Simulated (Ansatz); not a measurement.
**Equilibrium lattice constant a of some III–V compounds**

Method: LC-ωPBE (PAW; Ansatz, a first-principles code). References are measured values corrected to a static lattice or taken at low temperature (these still hold zero-point motion). The table is a random draw of 6 from 9 solids with such references.

Values in Å.

```csv
solid,reference,LC-ωPBE,error (%)
zinc-blende GaP,5.439,5.381,-1.07
zinc-blende GaAs,5.64,5.573,-1.19
zinc-blende AlP,5.451,5.430,-0.39
zinc-blende InP,5.858,5.804,-0.92
zinc-blende BP,4.525,?,?
zinc-blende InAs,6.047,5.986,-1.01
```

Problem. Estimate the withheld LC-ωPBE value.

Solution. The errors of the other rows run from -1.19 % to -0.39 %, with a median of -1.01 %; carried to the reference 4.525 it gives 4.479 Å. The run gives 4.494 Å (-0.69 %), +0.33 % from the estimate; the row was drawn at random, and such an estimate is rough. Over these 6 solids the mean error is -0.88 %, the mean absolute error 0.88 % (median 0.97 %), and the worst case zinc-blende GaAs at -1.19 %; the value is too low in 6 of 6 cases. Over all 9, from unrounded values, the mean error is -0.72 % and the mean absolute error 0.72 % (median 0.69 %).

All these references are brought to a static lattice.

Spin–orbit coupling is left out, also for the solids with elements from indium on (zinc-blende InP, zinc-blende InAs); its size isn't shown.

Differences are worked out from the printed values.

Ansatz's density-functional and Hartree–Fock values are scalar-relativistic unless marked +SOC, with PAW data made under PBE.

Not in this set, of the III–V compounds with a reference value in our tables and a result at some level: 4 for a reference at room or unstated temperature; 1 for a high-temperature or high-pressure phase; 1 for no value at LC-ωPBE (not run, a failed fit, an unstable or unbound cell, or a value held back for tests). These can be a level's best or worst cases. At least 3 more with a reference value are held back for tests. Solids without a released value at any level aren't counted. Layered and molecular crystals are counted apart.

References as tabulated in Mejia-Rodriguez and Trickey (2018), arXiv:1807.09216.
